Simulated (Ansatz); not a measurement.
## Cost against result

Saddle point of CH7FSi, closed shell (CH₆Si ([CH3][SiH3]) + HF → CH₅FSi ([CH3][SiH2][F]) + H₂; bonds formed: Si1–F7, H2–H6; bonds broken: Si1–H2, H6–F7), PBE0-D4/def2-TZVP structure:

```xyz
10
angstrom
Si -0.1024 -0.6671 0.0911
H 1.4859 -1.0820 -0.3706
H -0.4521 -1.5115 -1.0991
H -0.7113 -1.4019 1.2207
C -0.6865 1.0425 -0.3365
H 1.6589 -0.5880 0.4370
F 1.2153 0.0390 1.3750
H -0.7035 1.6892 0.5402
H -1.6841 0.9892 -0.7794
H -0.0203 1.4907 -1.0784
```

Barriers are electronic and count from the start structure reached by relaxing down the imaginary mode.

Program: Ansatz 0.2.0. Basis: as named in each row. Cores are frozen in the correlated methods. B3LYP uses VWN-RPA correlation. Extrapolation: Hartree–Fock as exp(−7.88 √X), correlation as X^−2.97.

Times are rough, for one single point on 2 threads of a shared host (Arm Neoverse V2).

The estimate by CCSD(T) at an estimated basis limit (MP2 extrapolated from triple and quadruple zeta, plus CCSD(T) − MP2 in triple zeta) is 145.4 kJ/mol.

| method | basis | time (s) | barrier (kJ/mol) | method less estimate |
| --- | --- | --- | --- | --- |
| HF | STO-3G | under 1 | 358.3 | 212.9 |
| PBE-D4 | STO-3G | under 1 | 128.8 | -16.6 |
| SPW92 | def2-SVP | under 1 | 72.1 | -73.3 |
| B3LYP-D4 | 6-31G | under 1 | 151.1 | 5.7 |
| PBE-D4 | def2-SVP | under 1 | 99.8 | -45.7 |
| PBE0-D4 | def2-SVP | 1 | 122.5 | -22.9 |
| SPW92 | def2-TZVPP | 1 | 86.8 | -58.6 |
| PBE-D4 | def2-TZVPP | 2 | 113.8 | -31.7 |
| BLYP-D4 | def2-TZVPP | 2 | 125.5 | -19.9 |
| CCSD(T) | def2-SVP | 2 | 156.2 | 10.8 |
| B3LYP-D4 | def2-TZVPP | 3 | 137.5 | -7.9 |
| PBE0-D4 | def2-TZVPP | 3 | 131.4 | -14.0 |
| wB97M-V | def2-SVP | 4 | 122.3 | -23.2 |
| r2SCAN-D4 | def2-TZVPP | 4 | 120.4 | -25.0 |
| RPA on PBE | def2-TZVPP | 4 | 147.1 | 1.7 |
| PBE-QIDH | def2-TZVPP | 4 | 142.2 | -3.2 |
| r2SCAN0-D4 | def2-TZVPP | 5 | 134.4 | -11.0 |
| BHLYP-D4 | def2-TZVPP | 6 | 155.6 | 10.2 |
| CAM-B3LYP-D4 | def2-TZVPP | 6 | 137.1 | -8.3 |
| B97M-V | def2-TZVPP | 9 | 133.7 | -11.7 |
| B2PLYP | def2-TZVPP | 10 | 142.0 | -3.4 |
| wB97M-V | def2-TZVPP | 10 | 134.0 | -11.4 |
| wB97X-V | def2-TZVPP | 11 | 137.9 | -7.5 |
| MP2 | def2-QZVPP | 23 | 140.3 | -5.2 |
| CCSD(T) | def2-TZVPP | 62 | 149.6 | 4.2 |

All methods are single points on the PBE0-D4 structures.

The T1 diagnostic stays at or below 0.013.

Labels in which every atom is bracketed show which atoms are joined, not bond orders.
